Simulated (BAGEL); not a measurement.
# UHF/3-21G (density fitting with qzvpp-jkfit) run of CH4BO (SMILES [BH]OC)

Aim: the vertical ionisation energy of CH4BO at UHF/3-21G (density fitting with qzvpp-jkfit), from 2 runs. 

The results are computed with BAGEL 1.2.2.

## 1. The structure to begin with

CH4BO: 7 atoms, total charge 0, spin state doublet. As SMILES, `[BH]OC`. The shape is that of a PBE0-D4/def2-TZVP optimisation. This is one conformer, not always the lowest.

Bond lengths: B1–O2 1.320 Å, O2–C3 1.426 Å, B1–H4 1.207 Å, C3–H5 1.093 Å, C3–H6 1.090 Å, C3–H7 1.090 Å. Angles: B1–O2–C3 124.1°, O2–B1–H4 124.7°, O2–C3–H5 110.9°, O2–C3–H6 108.4°, O2–C3–H7 108.4°, H5–C3–H6 109.9°, H5–C3–H7 109.9°, H6–C3–H7 109.2°.

## 2. The energy at UHF/3-21G (density fitting with qzvpp-jkfit)

The input, hf.json:

```json
{ "bagel": [

{
  "title": "molecule",
  "basis": "3-21g",
  "df_basis": "qzvpp-jkfit",
  "angstrom": true,
  "geometry": [
    { "atom": "B", "xyz": [      -1.319600,      -1.025700,      -0.172900 ] },
    { "atom": "O", "xyz": [      -0.272400,      -0.707100,       0.564500 ] },
    { "atom": "C", "xyz": [       0.642200,       0.338600,       0.243900 ] },
    { "atom": "H", "xyz": [      -1.628500,      -0.474200,      -1.201600 ] },
    { "atom": "H", "xyz": [       0.357800,       0.834000,      -0.687600 ] },
    { "atom": "H", "xyz": [       0.643000,       1.059300,       1.062300 ] },
    { "atom": "H", "xyz": [       1.638900,      -0.092800,       0.145600 ] }
  ]
},

{
  "title": "uhf",
  "nopen": 1
},

{
  "title": "print",
  "file": "orbitals.molden",
  "orbitals": true
}

]}
```

Run with:

```
$ BAGEL_NUM_THREADS=1 BAGEL hf.json > hf.out
```

What it wrote:

```text
* using 1 threads per process

  ===============================================================
  ===============================================================

  *** Geometry ***

  { "atom" : "B", "xyz" : [     -2.493683,     -1.938292,     -0.326734 ] },
  { "atom" : "O", "xyz" : [     -0.514761,     -1.336225,      1.066750 ] },
  { "atom" : "C", "xyz" : [      1.213582,      0.639861,      0.460904 ] },
  { "atom" : "H", "xyz" : [     -3.077419,     -0.896108,     -2.270695 ] },
  { "atom" : "H", "xyz" : [      0.676144,      1.576032,     -1.299376 ] },
  { "atom" : "H", "xyz" : [      1.215094,      2.001787,      2.007456 ] },
  { "atom" : "H", "xyz" : [      3.097072,     -0.175367,      0.275144 ] },

  Number of auxiliary basis functions:      299

  Since a DF basis is specified, we compute 2- and 3-index integrals:
    o Being stored without compression. Storage requirement is 0.003 GB

  Number of basis functions:       35
  Number of electrons      :       23

    * METHOD: MOLECULE                             0.03

  *** Open-shell HF ***

  === Nuclear Repulsion ===
    64.6361821109

      * DIIS with orbital gradients will be used.

  === UHF iteration (3-21g) ===
      0       -138.84019852          0.05602224           0.00
      1       -138.90427146          0.03583077           0.00
      2       -138.92101741          0.02359315           0.00
      3       -138.93131607          0.00218255           0.00
      4       -138.93196757          0.00064028           0.00
      5       -138.93205469          0.00026292           0.00
      6       -138.93208705          0.00005635           0.00
      7       -138.93209351          0.00002249           0.00
      8       -138.93209583          0.00000821           0.00
      9       -138.93209621          0.00000611           0.00
     10       -138.93209640          0.00000240           0.00
     11       -138.93209643          0.00000078           0.00
     12       -138.93209643          0.00000043           0.00
     13       -138.93209643          0.00000022           0.00
     14       -138.93209643          0.00000009           0.00
     15       -138.93209643          0.00000004           0.00
     16       -138.93209643          0.00000003           0.00
     17       -138.93209643          0.00000001           0.00
     18       -138.93209643          0.00000000           0.00
    * SCF iteration converged.

    * S^2 (UHF) is 0.7542

    * Permanent dipole moment:
           (   -0.610789,    -0.737749,     0.263635) a.u.

    * METHOD: UHF                                  0.11

    * METHOD: PRINT                                0.00

  ===============================================================
```

It took 0.32 s on 1 thread of AMD EPYC 9R45 (Zen 5), shared host.

## 3. The singlet cation

The input, input.json:

```json
{ "bagel": [

{
  "title": "molecule",
  "basis": "3-21g",
  "df_basis": "qzvpp-jkfit",
  "angstrom": true,
  "geometry": [
    { "atom": "B", "xyz": [      -1.319600,      -1.025700,      -0.172900 ] },
    { "atom": "O", "xyz": [      -0.272400,      -0.707100,       0.564500 ] },
    { "atom": "C", "xyz": [       0.642200,       0.338600,       0.243900 ] },
    { "atom": "H", "xyz": [      -1.628500,      -0.474200,      -1.201600 ] },
    { "atom": "H", "xyz": [       0.357800,       0.834000,      -0.687600 ] },
    { "atom": "H", "xyz": [       0.643000,       1.059300,       1.062300 ] },
    { "atom": "H", "xyz": [       1.638900,      -0.092800,       0.145600 ] }
  ]
},

{
  "title": "hf",
  "charge": 1
},

{
  "title": "print",
  "file": "orbitals.molden",
  "orbitals": true
}

]}
```

Run with:

```
$ BAGEL_NUM_THREADS=1 BAGEL input.json > input.out
```

What it wrote:

```text
* using 1 threads per process

  ===============================================================
  ===============================================================

  *** Geometry ***

  { "atom" : "B", "xyz" : [     -2.493683,     -1.938292,     -0.326734 ] },
  { "atom" : "O", "xyz" : [     -0.514761,     -1.336225,      1.066750 ] },
  { "atom" : "C", "xyz" : [      1.213582,      0.639861,      0.460904 ] },
  { "atom" : "H", "xyz" : [     -3.077419,     -0.896108,     -2.270695 ] },
  { "atom" : "H", "xyz" : [      0.676144,      1.576032,     -1.299376 ] },
  { "atom" : "H", "xyz" : [      1.215094,      2.001787,      2.007456 ] },
  { "atom" : "H", "xyz" : [      3.097072,     -0.175367,      0.275144 ] },

  Number of auxiliary basis functions:      299

  Since a DF basis is specified, we compute 2- and 3-index integrals:
    o Being stored without compression. Storage requirement is 0.003 GB

  Number of basis functions:       35
  Number of electrons      :       23

    * METHOD: MOLECULE                             0.04

  *** RHF ***

  === Nuclear Repulsion ===
    64.6361821109

      * DIIS with orbital gradients will be used.

  === RHF iteration (3-21g) ===
      0       -138.54429832          0.02989817           0.00
      1       -138.61781645          0.02160657           0.00
      2       -138.64934079          0.00303388           0.00
      3       -138.65074014          0.00053602           0.00
      4       -138.65080472          0.00015530           0.00
      5       -138.65081025          0.00004367           0.00
      6       -138.65081064          0.00001547           0.00
      7       -138.65081072          0.00000408           0.00
      8       -138.65081072          0.00000157           0.00
      9       -138.65081073          0.00000087           0.00
     10       -138.65081073          0.00000023           0.00
     11       -138.65081073          0.00000007           0.00
     12       -138.65081073          0.00000003           0.00
     13       -138.65081073          0.00000001           0.00
     14       -138.65081073          0.00000000           0.00
    * SCF iteration converged.

    * Permanent dipole moment:
           (    1.258115,     0.422224,     0.836340) a.u.

    * METHOD: HF                                   0.07

    * METHOD: PRINT                                0.00

  ===============================================================
```

Run time: 0.3 s. Hardware: 1 thread of AMD EPYC 9R45 (Zen 5), shared host.

## 4. Outcome

At UHF/3-21G (density fitting with qzvpp-jkfit):

```
                                          quantity          value
                       doublet CH4BO: total energy  -138.93210 Eh
                      doublet CH4BO: dipole moment         2.52 D
                               doublet CH4BO: ⟨S²⟩          0.754
                      singlet cation: total energy  -138.65081 Eh
                       singlet cation: HOMO energy      -19.76 eV
                       singlet cation: LUMO energy       -6.67 eV
                     singlet cation: HOMO–LUMO gap       13.09 eV
vertical ionisation energy (to the singlet cation)       7.654 eV
```

In words: The vertical ionisation energy comes to 7.65 eV (739 kJ/mol).
